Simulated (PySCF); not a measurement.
**C₃H₄P₃−: fields and orbitals**

Aim: take C₃H₄P₃− and analyse its density (charges, bond critical points, surface potential) and probe its ring current by NICS.

The runs use PySCF 2.14.0; levels as typed in each script, gas phase, geometry from GFN2-xTB.

## 1. The starting structure

SMILES `Cc1ppc[p-]1`, 10 atoms, charge -1, spin multiplicity 1.

Bond lengths: C1–C2 1.510 Å, C1–H7 1.092 Å, C1–H8 1.089 Å, C1–H9 1.092 Å, C2–P3 1.737 Å, C2–P6 1.747 Å, P3–P4 2.094 Å, P4–C5 1.724 Å, C5–P6 1.728 Å, C5–H10 1.085 Å. Angles: C2–C1–H7 110.7°, C2–C1–H8 110.2°, C2–C1–H9 110.7°, H7–C1–H8 108.7°, H7–C1–H9 107.7°, H8–C1–H9 108.7°, C1–C2–P3 119.0°, C1–C2–P6 119.3°, P3–C2–P6 121.7°, C2–P3–P4 99.2°, P3–P4–C5 97.9°, P4–C5–P6 124.0°, P4–C5–H10 117.9°, P6–C5–H10 118.2°, C2–P6–C5 97.2°.

Coordinates:

```xyz
10
C3H4P3
C     2.5332    0.4283   -0.0002
C     1.0530    0.1313    0.0001
P    -0.0713    1.4552    0.0002
P    -1.8634    0.3728   -0.0001
C    -1.1823   -1.2106   -0.0002
P     0.5155   -1.5307    0.0002
H     3.0124    0.0033    0.8840
H     2.7013    1.5044   -0.0054
H     3.0136   -0.0057   -0.8799
H    -1.8631   -2.0551   -0.0003
```

## 2. Density, bond paths and surface potential (B3LYP/6-311+g**)

Contents of input.py:

```python
import numpy as np
from pyscf import gto, scf, dft
from pyscf.scf import atom_ks, atom_hf
from scipy.linalg import block_diag

def solve(mol, dm0=None, hcore=None):
    mf = (dft.UKS if mol.spin else dft.RKS)(mol, xc='b3lyp')
    mf.grids.level = 3
    mf = mf.density_fit(auxbasis='def2-universal-jkfit')
    mf.conv_tol, mf.max_cycle = 1e-8, 80
    if hcore is not None:
        mf.get_hcore = lambda *args: hcore
    mf.kernel(dm0)
    if not mf.converged:
        mf = mf.newton().run(mf.mo_coeff, mf.mo_occ, max_cycle=30)
    assert mf.converged, 'SCF not converged'
    return mf

mol = gto.M(atom='''
C      2.53316     0.42829    -0.00024
C      1.05303     0.13132     0.00014
P     -0.07128     1.45519     0.00017
P     -1.86340     0.37278    -0.00012
C     -1.18229    -1.21056    -0.00017
P      0.51551    -1.53070     0.00017
H      3.01242     0.00326     0.88398
H      2.70130     1.50438    -0.00545
H      3.01356    -0.00575    -0.87990
H     -1.86314    -2.05514    -0.00025
''', basis='6-311+g**', charge=-1, spin=0, verbose=4)
mf = solve(mol)
mf.analyze()
# spherically averaged free atoms, for the promolecule
atm = atom_ks.get_atm_nrks(mol, xc='b3lyp')
pro = block_diag(*[(atm[a[0]][2] * atm[a[0]][3]) @ atm[a[0]][2].T for a in mol._atom])
np.savez('result.npz', e=mf.e_tot, c=mf.mo_coeff, occ=mf.mo_occ, eps=mf.mo_energy, pro=pro, dip=mf.dip_moment(verbose=0), s2=mf.spin_square()[0])
```

On the command line:

```bash
OMP_NUM_THREADS=1 python input.py
```

## 4. Ring currents (B3LYP/def2-svp)

Contents of input.py:

```python
import numpy as np
from pyscf import gto, scf, dft
from pyscf.prop import nmr
from pyscf.data import nist

def solve(mol, dm0=None, hcore=None):
    mf = (dft.UKS if mol.spin else dft.RKS)(mol, xc='b3lyp')
    mf.grids.level = 3
    mf.conv_tol, mf.max_cycle = 1e-8, 80
    if hcore is not None:
        mf.get_hcore = lambda *args: hcore
    mf.kernel(dm0)
    if not mf.converged:
        mf = mf.newton().run(mf.mo_coeff, mf.mo_occ, max_cycle=30)
    assert mf.converged, 'SCF not converged'
    return mf

mol = gto.M(atom='''
C      2.53316     0.42829    -0.00024
C      1.05303     0.13132     0.00014
P     -0.07128     1.45519     0.00017
P     -1.86340     0.37278    -0.00012
C     -1.18229    -1.21056    -0.00017
P      0.51551    -1.53070     0.00017
H      3.01242     0.00326     0.88398
H      2.70130     1.50438    -0.00545
H      3.01356    -0.00575    -0.87990
H     -1.86314    -2.05514    -0.00025
''', basis='def2-svp', charge=-1, spin=0, verbose=4)
mf = solve(mol)
vxc = nmr.rks.get_vxc_giao  # smaller grid blocks
nmr.rks.get_vxc_giao = lambda *a, **k: vxc(*a, **{**k, 'max_memory': 300})
calc = nmr.RKS(mf)
calc.cphf = True
nuclei = calc.kernel()
mo1 = calc.mo10
# ring centres and points 1 angstrom above and below them
points = np.array([
    [-0.3097, -0.1564, 0.0000],
    [-0.3098, -0.1564, 1.0000],
    [-0.3096, -0.1564, -1.0000],
]) / nist.BOHR
mol.atom_coord = lambda i, unit='Bohr': points[i]
idx = range(len(points))
sigma = (calc.dia(shielding_nuc=idx) + calc.para(mo10=mo1, shielding_nuc=idx)[0]) * nist.ALPHA**2 * 1e6
for p, t in zip(points, sigma):
    print('NICS at %8.4f %8.4f %8.4f  %8.2f ppm' % (*(p * nist.BOHR), -t.trace() / 3))
occ = mf.mo_coeff[:, mf.mo_occ > 0]
dm1 = np.array([mf.mo_coeff @ (2 * x) @ occ.T for x in mo1])
np.savez('result.npz', sigma=sigma, nuclei=nuclei, dm0=mf.make_rdm1(), dm1=dm1, e=mf.e_tot, eps=mf.mo_energy, occ=mf.mo_occ)
```

(Steps that only read results are left out.)

What does the calculation give? Wanted: dipole moment; HOMO, LUMO; NICS(1)zz, 5-membered ring C2/P3/P4/C5/P6.

**Answer**, as computed:

| quantity | value |
| --- | --- |
| dipole moment (B3LYP/6-311+g**) | 2.24 D |
| HOMO, LUMO (B3LYP/6-311+g**) | -1.25, 3.10 eV |
| NICS(1)zz, 5-membered ring C2/P3/P4/C5/P6 (B3LYP/def2-svp) | -28.8 ppm |

What this shows: At B3LYP/6-311+g**: The highest Hirshfeld charge is on H7 and H9 (+0.02 e), the lowest on C5 (−0.25 e). The 5-membered ring C2/P3/P4/C5/P6 is strongly diatropic (aromatic). The geometry was not optimised at these levels.
